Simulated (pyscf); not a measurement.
This saddle point was located with ωB97X-D3(BJ)/def2-SVP in PySCF.

```xyz
7

C     -1.0686    -0.2478    -0.1352
H     -1.1553     0.3286     0.9662
H     -0.7673    -1.2528     0.1958
H     -2.1077    -0.1524    -0.4834
O     -0.1611     0.4524    -0.9808
H     -0.5150     0.7706     0.3961
H      0.6832    -0.0263    -1.0725
```
Charge +1, spin multiplicity 1.

Surface: singlet, charge 1. Lowest wavenumbers (cm⁻¹): 1350i, 409, 795, 1030, 1090.

Task: What reaction is this the transition state of?

Result: H₃C–OH₂⁺ (SMILES C[OH2+]) ⇌ H₂C=OH⁺ (SMILES C=[OH+]) + H₂ (SMILES [H][H]), an elimination read from left to right: C–H, H–O broken and H–H formed. At ωB97M-D3(BJ)/def2-TZVP it lies +276.9 kJ/mol from the left side and +115.2 kJ/mol from the right (each side as separated species at their lowest minima found). At the saddle there is also a short C–H contact that neither side keeps. This saddle turned up in a search for another step; its sides and bond changes are read from the two ends of the descent. This is the saddle that the search found; another between the same sides may lie lower.
